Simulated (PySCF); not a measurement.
**CHO, SMILES `[CH]=O` (charge 0, multiplicity 2)**

All values below come from PBE-D3(BJ)/def2-TZVP // B3LYP-D3(BJ)/def2-TZVP (PySCF).

```yaml
highest_occupied_spin_orbital: -4.85 eV
dipole_moment: 0.303 e·Å
total_energy: -113.7759 Ha
cost: very roughly 40 core-seconds
```

Bond lengths (Å): C1–O2 1.172, C1–H3 1.125. Bond angles (°): O2–C1–H3 124.4.
Charge 0, spin multiplicity 2.
